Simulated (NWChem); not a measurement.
All runs are NWChem calculations. System: hydrogen peroxide (H2O2), charge 0, spin multiplicity 1, at a geometry optimised with PBE0/def2-SVP. Level: CCSD(T)/cc-pVDZ, 2 core orbitals frozen.

Job file:

```
start mol
memory heap 100 mb stack 700 mb global 1900 mb
geometry units angstroms nocenter noautoz
  O     -0.294240     0.645331    -0.054706
  O      0.294240    -0.645331    -0.054706
  H      0.367293     1.150276     0.437648
  H     -0.367293    -1.150276     0.437648
  symmetry group C2
end
basis spherical
  * library cc-pvdz
end
scf
  rhf
  nopen 0
  maxiter 100
  thresh 1e-7
  semidirect memsize 60000000 filesize 0
end
ccsd
  freeze core 2
  maxiter 60
end
task ccsd(t) energy
```

Output (cleaned and shortened):

```
             Northwest Computational Chemistry Package (NWChem) 7.3.0
             --------------------------------------------------------

                                NWChem Input Module
                                -------------------

 Scaling coordinates for geometry "geometry" by  1.889725989
 (inverse scale =  0.529177249)

 Turning off AUTOSYM since
 SYMMETRY directive was detected!

                             Geometry "geometry" -> ""
                             -------------------------

 Output coordinates in angstroms (scale by  1.889725989 to convert to a.u.)

  No.       Tag          Charge          X              Y              Z
 ---- ---------------- ---------- -------------- -------------- --------------
    1 O                    8.0000    -0.29424000     0.64533100    -0.05470600
    2 O                    8.0000     0.29424000    -0.64533100    -0.05470600
    3 H                    1.0000     0.36729300     1.15027600     0.43764800
    4 H                    1.0000    -0.36729300    -1.15027600     0.43764800

 Effective nuclear repulsion energy (a.u.)      37.3948476217

            Nuclear Dipole moment (a.u.)
            ----------------------------
        X                 Y               Z
 ---------------- ---------------- ----------------
     0.0000000000     0.0000000000     0.0000000000

      Symmetry information
      --------------------

 Group name             C2
 Group number              4
 Group order               2
 No. of unique centers     2

      Symmetry unique atoms

     1    3


 Summary of "ao basis" -> "" (spherical)
 ------------------------------------------------------------------------------
       Tag                 Description            Shells   Functions and Types
 ---------------- ------------------------------  ------  ---------------------
 *                          cc-pvdz                   on all atoms

 Summary of "ao basis" -> "ao basis" (spherical)
 ------------------------------------------------------------------------------
       Tag                 Description            Shells   Functions and Types
[...]
task       171 out of       171 done 100%  at       0.4 secs
 commencing triples evaluation - blocking       1
 ccsd(t): done        1 out of       29 progress:    3.4%
 ccsd(t): done        2 out of       29 progress:    6.9%
 ccsd(t): done        3 out of       29 progress:   10.3%
 ccsd(t): done        4 out of       29 progress:   13.8%
 ccsd(t): done        5 out of       29 progress:   17.2%
 ccsd(t): done        6 out of       29 progress:   20.7%
 ccsd(t): done        7 out of       29 progress:   24.1%
 ccsd(t): done        8 out of       29 progress:   27.6%
 ccsd(t): done        9 out of       29 progress:   31.0%
 ccsd(t): done       10 out of       29 progress:   34.5%
 ccsd(t): done       11 out of       29 progress:   37.9%
 ccsd(t): done       12 out of       29 progress:   41.4%
 ccsd(t): done       13 out of       29 progress:   44.8%
 ccsd(t): done       14 out of       29 progress:   48.3%
 ccsd(t): done       15 out of       29 progress:   51.7%
 ccsd(t): done       16 out of       29 progress:   55.2%
 ccsd(t): done       17 out of       29 progress:   58.6%
 ccsd(t): done       18 out of       29 progress:   62.1%
 ccsd(t): done       19 out of       29 progress:   65.5%
 ccsd(t): done       20 out of       29 progress:   69.0%
 ccsd(t): done       21 out of       29 progress:   72.4%
 ccsd(t): done       22 out of       29 progress:   75.9%
 ccsd(t): done       23 out of       29 progress:   79.3%
 ccsd(t): done       24 out of       29 progress:   82.8%
 ccsd(t): done       25 out of       29 progress:   86.2%
 ccsd(t): done       26 out of       29 progress:   89.7%
 ccsd(t): done       27 out of       29 progress:   93.1%
 ccsd(t): done       28 out of       29 progress:   96.6%
 ccsd(t): done       29 out of       29 progress:  100.0%
 Time for integral evaluation pass     1        0.42
 Time for triples evaluation pass      1        0.31

 pseudo-e(mp4)  -0.90642372120207E-02
 pseudo-e(mp5)   0.30605240513751E-03
        e(t)    -0.87581848068832E-02

 --------------
 CCSD(T) Energy
 --------------
 Reference energy:                    -150.785590808807683

 CCSD corr. energy:                     -0.398447575511711
 T(CCSD) corr. energy:                  -0.009064237212021
 Total CCSD+T(CCSD) energy:           -151.193102621531409

 CCSD corr. energy:                     -0.398447575511711
 (T) corr. energy:                      -0.008758184806883
 Total CCSD(T) energy:                -151.192796569126273

 routine      calls  cpu(0)   cpu-min  cpu-ave  cpu-max   i/o
 aoccsd          1     0.01     0.01     0.01     0.01    0.00
 iterdrv         1     0.01     0.01     0.01     0.01    0.00
 pampt          13     0.04     0.04     0.04     0.04    0.00
 t2pm           13     0.05     0.05     0.05     0.05    0.00
 sxy            13     0.10     0.10     0.10     0.10    0.00
 ints       380133     6.27     6.27     6.27     6.27    0.00
 t2eri        2223     0.59     0.59     0.59     0.59    0.00
 idx2         2223     0.21     0.21     0.21     0.21    0.00
 idx34          13     0.02     0.02     0.02     0.02    0.00
 ht2pm          13     0.06     0.06     0.06     0.06    0.00
 itm            13     0.26     0.26     0.26     0.26    0.00
 pdiis          13     0.01     0.01     0.01     0.01    0.00
 triples         1     0.00     0.00     0.00     0.00    0.00
 rdtrpo          1     0.01     0.01     0.01     0.01    0.00
 trpmos          1     0.42     0.42     0.42     0.42    0.00
 trpdrv          1     0.06     0.06     0.06     0.06    0.00
 dovvv       11368     0.10     0.10     0.10     0.10    0.00
 doooo       11368     0.04     0.04     0.04     0.04    0.00
 tengy        9947     0.10     0.10     0.10     0.10    0.00
 Total                 8.35     8.35     8.35     8.35    0.00

 Task  times  cpu:        9.2s     wall:        9.2s

 Total times  cpu:        9.2s     wall:        9.2s
```
